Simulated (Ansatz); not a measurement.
# SiClF (triplet): the correlation ladder at a displaced geometry (v2), cc-pVDZ

One table from this session's results is given with a row withheld; the runs are named, their logs left out.

Method: cc-pVDZ, core rule «outside noble gas», up to 11 orbitals frozen; program: Ansatz 0.2.0, Gaussian basis.

Plan: UHF; CCSD(T) on ROHF; CCSD(T) on UHF; BCCD(T) on ROHF; CISD; CCSDT(Q) on ROHF; CCSDT(Q) on UHF.

35 further runs of the same task are left out: 17 for a known fault of the program, 8 that didn't finish, 10 set aside as unsound or not needed.

### The geometry

The geometry is a PBE0/def2-TZVP stationary point (not a proven minimum) with its atoms shifted at random (size 0.100 Å).

3 atoms, charge 0, spin multiplicity 3.

Atoms are counted from 1 here; the program's logs count them from 0.

Bond lengths: Cl1–Si2 2.039 Å, Si2–F3 1.632 Å. Angles: Cl1–Si2–F3 115.0°.

The first run:

Contents of in.yaml:

```yaml
crystal:
  periodic: [false, false, false]
  atoms:
    - {symbol: Cl, position_ang: [0.076417, -0.162529, 1.353142]}
    - {symbol: Si, position_ang: [-0.088457, 0.574441, -0.541322]}
    - {symbol: F, position_ang: [-0.011836, -0.545904, -1.724863]}
basis:
  gaussian: {orbitals: cc-pVDZ}
magnetization: {spin_polarized: true, initial_magnetization: 2}
hamiltonian: {xc: hf}
output: {orbitals: {seedname: orbitals}}
```

Started as:

```console
$ ansatz run in.yaml --threads 1 --pin off --events-out ev --progress --plain --max-ram 2393MiB
```

Steps of the session up to this table: UHF; CCSD(T) on ROHF; CCSD(T) on UHF; BCCD(T) on ROHF; CISD; CCSDT(Q) on ROHF; CCSDT(Q) on UHF.

One of the session's tables, all rows but one given; the rest of the session is left out.

| method | from UCCSDT(Q) (kcal/mol) |
| --- | --- |
| ROHF | +255.12 |
| UHF | +254.00 |
| RMP2 | +18.29 |
| UMP2 | +18.13 |
| CISD | ? |
| RCCSD | +6.24 |
| UCCSD | +6.21 |
| RCCSD(T) | +1.10 |
| UCCSD(T) | +1.09 |
| BCCD(T) | +1.01 |
| RCCSDT | +0.59 |
| UCCSDT | +0.58 |
| RCCSDT(Q) | +0.08 |
| UCCSDT(Q) | 0 |

**Question.** Estimate the row for CISD.

**Answer.** from UCCSDT(Q) (kcal/mol): +29.11. In the column «from UCCSDT(Q) (kcal/mol)» it lies between RMP2 (+18.29) and UHF (+254.00).

Limits of these values: Restricted and unrestricted rows rest on different reference determinants; where their highest levels disagree by more than a few hundredths of an eV, they describe different states and don't form one ladder.
